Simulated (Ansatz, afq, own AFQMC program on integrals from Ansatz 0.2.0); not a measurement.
**AFQMC, coupled cluster and functionals along a coordinate of BGeH, triplet**

```csv
atom,x (Å),y (Å),z (Å)
Ge,0.0000,0.0000,1.6897
B,0.0000,0.0000,-0.2506
H,0.0000,0.0000,-1.4391
```

The Ge1–B2 distance is changed with both sides rigid. Energies in mEh count from this geometry (1.940 Å) at the same level; the start stands on UHF, each point on the determinant named.

Basis cc-pVDZ. Only valence electrons are correlated. Integrals, coupled cluster, full CI and functionals: Ansatz 0.2.0; the random walks run on the same integrals in our own AFQMC program. The CISD trial takes its coefficients from CCSD amplitudes. Released means that phaseless walkers are propagated on without the constraint, phases kept. Error bars are statistical, one sigma. No spin–orbit coupling.

Cautions, each for one point or more: an unrestricted solution with more broken spin lies lower; higher spins were not checked; inner d shell frozen; lower spins were not checked; no relativity below Rb; no spin-orbit coupling; released walk and highest rung disagree; strong correlation; the ph-AFQMC/CISD walk drifts between its halves.

```
r(Ge1–B2) / Å  det.     T1  weight  ⟨S²⟩  CCSD(T)  ph-AFQMC/CISD  released AFQMC  CCSDT(Q)    MP2  r2SCAN
        1.765   UHF  0.013    0.90  2.01     18.9     19.4 ± 0.6               –      19.1   17.5    15.1
        2.186   UHF  0.029    0.87  2.02     10.7     10.4 ± 0.7     10.9 ± 0.6*      10.2   13.6    14.1
        2.646  UHF¶  0.085    0.77  2.02     60.5     63.5 ± 0.8     62.3 ± 1.1*      58.4   75.1    69.0
        3.617   UHF  0.013    0.87  2.01    107.1    108.0 ± 0.6    107.7 ± 0.6*     107.8  115.9  137.3§
```

Weight is that of the determinant in the CISD state; at the start T1 is 0.016 and the weight 0.89, and ⟨S²⟩ is 2.02. ¶ marks points with a poor determinant and no full CI, where no value is sure; they don't count among the departures. An asterisk marks released energies that aren't shown to be converged. A dash marks a missing value, a released energy that hasn't settled or a functional that sits on another state. § marks a functional whose ⟨S²⟩ is too high by over 0.1. Largest departures from CCSDT(Q), at the points where its series has closed: CCSD(T) -0.6 mEh at 3.617 (on UHF), ph-AFQMC/CISD 0.3 mEh at 1.765 (on UHF) (within the noise), MP2 8.1 mEh at 3.617 (on UHF), r2SCAN -4.0 mEh at 1.765. Functionals count only at points shown to share the start's state and spin. In this small basis the wave-function levels are far from their limit, so their gap to the functionals isn't the functionals' error.

Some points may be missing: those where a free walk finds a much lower state, and past Zn most of those on another determinant than at the start.

A walk keeps the symmetry of its determinant, which the program's search chose and which needn't be the lowest solution, so a lower state of the same spin and another symmetry isn't excluded.
